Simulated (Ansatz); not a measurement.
Basis-set extrapolation for C4H5F (`C#CCCF`) (PBE0-D4/def2-TZVP geometry, frozen core, Ansatz). Multiplicity 1, RHF reference.

```csv
,def2-TZVPP,def2-QZVPP
HF,-253.853785,-253.864868
MP2 correlation,-0.888912,-0.954401
CCSD(T) correlation,-0.955189,not run
```

Energies in hartree. Use E(X) = E(∞) + A·exp(−7.88·√X) for Hartree–Fock and E(X) = E(∞) + B·X^(−2.97) for correlation, with X = 3 and 4, and add CCSD(T) minus MP2 of the smaller set to the MP2 limit.

Task: What is the CCSD(T) energy at the basis-set limit?

Result: HF limit: -253.864868 + (-0.011083) × 0.13774 = -253.86639. MP2 limit: -0.954401 + (-0.065489) × 0.74074 = -1.00291. Higher-order term: -0.955189 − (-0.888912) = -0.06628. Total: -254.93558 hartree, 332.4 kJ/mol below CCSD(T)/def2-TZVPP.
